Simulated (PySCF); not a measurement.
Input for PySCF: R-HF/3-21G on F_anion (SMILES [F-]). Charge -1.

```python
from pyscf import gto, scf, dft, mp
from pyscf.data.elements import chemcore

mol = gto.M(
    atom='''
    F     0.00000000    0.00000000    0.00000000
    ''',
    basis='3-21g',
    charge=-1, spin=0, verbose=3, max_memory=1800)
mf = scf.RHF(mol)
mf.conv_tol = 1e-8
mf.max_cycle = 100
mf.kernel()
if not mf.converged:
    mf = mf.newton().run(mf.mo_coeff, mf.mo_occ)
```

Question: Predict the final total energy.

Answer: -98.7721 hartree.
